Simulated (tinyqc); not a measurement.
Inside a calculation (part 2 of 2). Method: RHF in the sto-3g basis, for H2F+, spin multiplicity 1. Computed by tinyqc, a small Python program that keeps every step (integrals from PySCF). Command: `OMP_NUM_THREADS=1 python tinyqc.py 28079 28080 out.jsonl` (the two numbers bound the seeds that draw the settings). One thread of a shared host (Intel(R) Xeon(R) Processor @ 2.60GHz), about 0.08 s of CPU time with the checks.

Geometry (angstrom):

| atom | x | y | z |
|---|---|---|---|
| F | 0.0000 | 0.0000 | 0.0000 |
| H | 0.0000 | 0.8850 | 0.5420 |
| H | 0.0000 | -0.8780 | 0.5380 |

## Iteration 16 (converged): orbitals

converged F (hartree):
```
           1F 1s    1F 2s   1F 2px   1F 2py   1F 2pz    2H 1s    3H 1s
1F 1s   -26.5884  -6.7816   0.0000   0.0002  -0.0217  -1.0732  -1.0940
1F 2s    -6.7816  -3.6106   0.0000   0.0016  -0.1004  -1.1221  -1.1381
1F 2px    0.0000   0.0000  -1.0215   0.0000   0.0000   0.0000   0.0000
1F 2py    0.0002   0.0016   0.0000  -0.9566   0.0009  -0.5265   0.5312
1F 2pz   -0.0217  -0.1004   0.0000   0.0009  -0.9837  -0.3742  -0.3773
2H 1s    -1.0732  -1.1221   0.0000  -0.5265  -0.3742  -0.7994  -0.3240
3H 1s    -1.0940  -1.1381   0.0000   0.5312  -0.3773  -0.3240  -0.8088
```

X:
```
          1F 1s    1F 2s  1F 2px   1F 2py   1F 2pz    2H 1s    3H 1s
1F 1s    1.0237  -0.1362  0.0000   0.0001  -0.0053   0.0176   0.0179
1F 2s   -0.1362   1.1451  0.0000  -0.0013   0.0515  -0.2063  -0.2105
1F 2px   0.0000   0.0000  1.0000   0.0000   0.0000   0.0000   0.0000
1F 2py   0.0001  -0.0013  0.0000   1.0687  -0.0005  -0.1680   0.1701
1F 2pz  -0.0053   0.0515  0.0000  -0.0005   1.0216  -0.0869  -0.0884
2H 1s    0.0176  -0.2063  0.0000  -0.1680  -0.0869   1.1116  -0.0676
3H 1s    0.0179  -0.2105  0.0000   0.1701  -0.0884  -0.0676   1.1147
```

Diagonalise F' = X^T F X, C = X C', fill 5 alpha and 5 beta electrons from the bottom; D = 2 C_occ C_occ^T. Each column has its largest component positive (the first on a tie).

F' = X^T F X (hartree):
```
          1        2        3        4        5        6        7
1  -26.1090  -3.4398   0.0000   0.0004  -0.0398  -0.1282  -0.1330
2   -3.4398  -2.2522   0.0000  -0.0011   0.0354  -0.4621  -0.4698
3    0.0000   0.0000  -1.0215   0.0000   0.0000   0.0000   0.0000
4    0.0004  -0.0011   0.0000  -0.7378  -0.0003  -0.4271   0.4308
5   -0.0398   0.0354   0.0000  -0.0003  -0.9079  -0.2581  -0.2608
6   -0.1282  -0.4621   0.0000  -0.4271  -0.2581  -0.3731  -0.0708
7   -0.1330  -0.4698   0.0000   0.4308  -0.2608  -0.0708  -0.3719
```

orbital energies (hartree): MO1 -26.5980, MO2 -2.0246, MO3 -1.1644, MO4 -1.0459, MO5 -1.0215, MO6 -0.0440, MO7 0.1250

coefficients C:
```
            MO1      MO2      MO3      MO4     MO5      MO6      MO7
1F 1s    0.9947  -0.2507  -0.0012   0.0617  0.0000   0.1054   0.0030
1F 2s    0.0226   0.9500   0.0061  -0.3096  0.0000  -0.6481  -0.0201
1F 2px   0.0000   0.0000   0.0000   0.0000  1.0000   0.0000   0.0000
1F 2py   0.0000  -0.0014   0.7366   0.0058  0.0000  -0.0169   0.8101
1F 2pz   0.0021   0.0947  -0.0060   0.8876  0.0000  -0.5144  -0.0133
2H 1s   -0.0040   0.0838   0.3405   0.2068  0.0000   0.7575  -0.7612
3H 1s   -0.0040   0.0853  -0.3435   0.2018  0.0000   0.7241   0.7989
```

D after iteration 16:
```
          1F 1s    1F 2s  1F 2px   1F 2py   1F 2pz    2H 1s    3H 1s
1F 1s    2.1122  -0.4695  0.0000  -0.0004   0.0664  -0.0251  -0.0251
1F 2s   -0.4695   1.9978  0.0000   0.0027  -0.3697   0.0351   0.0327
1F 2px   0.0000   0.0000  2.0000   0.0000   0.0000   0.0000   0.0000
1F 2py  -0.0004   0.0027  0.0000   1.0853   0.0013   0.5039  -0.5039
1F 2pz   0.0664  -0.3697  0.0000   0.0013   1.5936   0.3790   0.3785
2H 1s   -0.0251   0.0351  0.0000   0.5039   0.3790   0.3316  -0.1361
3H 1s   -0.0251   0.0327  0.0000  -0.5039   0.3785  -0.1361   0.3320
```

## Convergence

Stop when the energy changes by less than 1e-08 hartree and every element of the error matrix X^T (F D S - S D F) X is below 3e-05.

Course of the cycle:

| iteration | E (hartree) | change | largest element of the error matrix |
|---|---|---|---|
| 1 | -98.591377 | - | 4.82e-01 |
| 2 | -98.767550 | -1.76e-01 | 1.88e-01 |
| 3 | -98.829624 | -6.21e-02 | 1.01e-01 |
| 4 | -98.850521 | -2.09e-02 | 4.09e-02 |
| 5 | -98.854546 | -4.02e-03 | 2.43e-02 |
| 6 | -98.855532 | -9.86e-04 | 1.41e-02 |
| 7 | -98.855819 | -2.87e-04 | 7.42e-03 |
| 8 | -98.855893 | -7.39e-05 | 3.78e-03 |
| 9 | -98.855911 | -1.81e-05 | 1.92e-03 |
| 10 | -98.855916 | -4.53e-06 | 9.67e-04 |
| 11 | -98.855917 | -1.13e-06 | 4.87e-04 |
| 12 | -98.855917 | -2.82e-07 | 2.45e-04 |
| 13 | -98.855917 | -7.08e-08 | 1.23e-04 |
| 14 | -98.855917 | -1.77e-08 | 6.14e-05 |
| 15 | -98.855917 | -4.40e-09 | 3.07e-05 |
| 16 | -98.855917 | -1.10e-09 | 1.54e-05 |

PySCF RHF in the same basis = -98.855917 hartree

Converged in 16 iterations.

## Populations, bond orders and dipole

overlap S:
```
         1F 1s   1F 2s  1F 2px   1F 2py  1F 2pz   2H 1s    3H 1s
1F 1s   1.0000  0.2380  0.0000   0.0000  0.0000  0.0371   0.0378
1F 2s   0.2380  1.0000  0.0000   0.0000  0.0000  0.3721   0.3769
1F 2px  0.0000  0.0000  1.0000   0.0000  0.0000  0.0000   0.0000
1F 2py  0.0000  0.0000  0.0000   1.0000  0.0000  0.2607  -0.2632
1F 2pz  0.0000  0.0000  0.0000   0.0000  1.0000  0.1597   0.1613
2H 1s   0.0371  0.3721  0.0000   0.2607  0.1597  1.0000   0.1738
3H 1s   0.0378  0.3769  0.0000  -0.2632  0.1613  0.1738   1.0000
```

Mulliken: Z minus the diagonal of D S on the atom; Loewdin: the same with S^(1/2) D S^(1/2); Mayer order: 2 sum_s sum (D(s) S)_ij (D(s) S)_ji over the two atoms.

Charges (e):

| atom | Mulliken | Loewdin |
|---|---|---|
| 1F | 0.0254 | 0.1641 |
| 2H | 0.4881 | 0.4195 |
| 3H | 0.4865 | 0.4164 |

Mayer bond orders:

| pair | order |
|---|---|
| 2-1 | 0.7427 |
| 3-1 | 0.7443 |
| 3-2 | 0.0190 |

dipole moment about the origin, x y z (debye): 0.0000  0.0245  2.9263
